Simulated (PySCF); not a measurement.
**PF⁻ from Hartree–Fock to correlated methods**

State: ²Π (doublet), unpaired electrons π ↑. Set-up: P def2-TZVPPD, F def2-TZVPPD; no relativity (PySCF 2.14). De refers to P + F⁻ in their high-spin ground configurations, without counterpoise correction. The functionals are run spin-unrestricted. A positive dipole points towards F; it is taken about the centre of mass and depends on that origin.

```csv
Level,Re (Å),ωe (cm⁻¹),De (eV),μ (D)
UHF,1.674,684,n/a,1.65
UHF-MP2,1.713,634,1.43,n/a
UHF-SCS-MP2,1.716,627,1.57,n/a
UHF-CCSD,1.705,644,n/a,n/a
UHF-CCSD(T),1.714,628,1.62,n/a
LDA,1.697,648,2.55,1.80
PBE,1.733,599,1.97,1.64
PBEsol,1.715,626,2.21,1.78
BP86,1.734,597,2.04,1.68
TPSS,1.727,611,2.02,1.69
r²SCAN,1.709,633,1.96,1.80
PBE0,1.702,646,1.98,1.70
M06-2X,1.698,666,2.17,1.61
LC-ωPBE,1.703,656,1.85,1.63
```

Task: Which functional lies closest to UHF-CCSD(T) in De, which farthest, and by how much do they differ from it?

Result: Closest is LC-ωPBE (-1.1 pm in Re, +4.5 % in ωe, +0.23 eV in De against UHF-CCSD(T) in the same basis), farthest LDA (-1.7 pm in Re, +3.2 % in ωe, +0.93 eV in De). CCSD(T) converges more slowly with the basis than the functionals do and binds too weakly in this one, so the order can change at the basis-set limit.

Task: What does a quarter of exact exchange do here, going from PBE to PBE0?

Result: PBE0 less PBE: -3.1 pm in Re, +7.8 % in ωe, +0.01 eV in De. Exact exchange removes part of the self-interaction that spreads semilocal densities, and in most molecules shortens and stiffens the bond and lowers De; so it does here.

Task: What does the triples do here, going from UHF-CCSD to UHF-CCSD(T)?

Result: UHF-CCSD(T) less UHF-CCSD: +0.9 pm in Re, -2.5 % in ωe. Correlation nearly always deepens the well. The bond lengthens, as in strong covalent bonds, where excitations into antibonding orbitals dominate.

Correlated steps freeze 6 core orbitals. For an ion De counts to the pair picked by the measured ionisation energies or electron affinities, which need not be the lowest pair at this level. The highest Kohn–Sham level is positive in this anion. Much of that is self-interaction error, but it also means that the finite basis helps to hold the extra electron. The state was picked by a PBE0 search and need not be the measured ground state.

The whole job (state search and all levels along the bond) took about 7.7 min on 2 threads of Intel Xeon Platinum 8259CL @ 2.50GHz (shared host), peak memory 3 GiB.
